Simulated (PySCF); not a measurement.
**hydrazinium(1+): electronic excitations and core binding energies**

Aim: predict the electronic excitations and core binding energies of hydrazinium(1+) (`N[NH3+]`).

The runs use PySCF 2.14.0, with density-fitted response routines of our own; the level of theory stands in each step. All values are computed, except where a source is named. Atoms count from 0, in the outputs and in this text.

### 1 Starting geometry

7 atoms, charge 1, multiplicity 1; geometry from: GFN2-xTB.

Bonds of the start (Å): N0–N1 1.43, N0–H2 1.02, N0–H3 1.02, N1–H4 1.04, N1–H5 1.04, N1–H6 1.04.

### 2 TDDFT and polarisability: wB97X-D/def2-SVPD

The job: settings as JSON, then the geometry in Å.

```
{"job": {"kind": "uv", "xc": "wB97X-D", "basis": "def2-SVPD", "nstates": 8, "ntriplets": 3}, "charge": 1, "multiplicity": 1}
N      0.816378     0.062937    -0.302176
N     -0.572479     0.015307     0.025853
H      1.325145     0.729977     0.270820
H      1.258446    -0.849820    -0.241875
H     -0.972154     0.958676    -0.130378
H     -0.813390    -0.288034     0.994049
H     -1.038612    -0.624138    -0.643369
```

Level: TDDFT wB97X-D/def2-SVPD, vertical, gas phase, core orbitals frozen in the response.

The run is started by

```bash
OMP_NUM_THREADS=1 python probes_run.py task.json out
```

The driver reads the jobs from task.json and runs them one after another.

**Question.** This job is followed by: delta-SCF UKS SCAN, pcX-2 on the ionised atom, pcseg-1 elsewhere, spin-free X2C. What will the session give for the following? lowest singlet (wB97X-D/def2-SVPD); brightest single state of those computed; lowest triplet; N1s binding energies, SCAN/pcX-2.

**Answer**, as computed:

| quantity | value |
| --- | --- |
| lowest singlet (wB97X-D/def2-SVPD) | 7.67 eV (162 nm), f = 0.006 |
| brightest single state of those computed | state 4, 9.60 eV, f = 0.062 |
| lowest triplet | 7.39 eV |
| N1s binding energies, SCAN/pcX-2 | N1 416.80, N0 413.43 eV |

In words: The first singlet state (HOMO→LUMO 0.94) lies at 7.67 eV and is weak; of the 8 states computed, the strongest absorption comes from state 4 at 9.60 eV. The lowest triplet lies 0.27 eV below the lowest singlet (triplets in Tamm-Dancoff, singlets in full TDDFT). N1 (ammonium nitrogen) binds its N1s electron 3.37 eV more tightly than N0 (nitrogen bonded to N, 2 H).
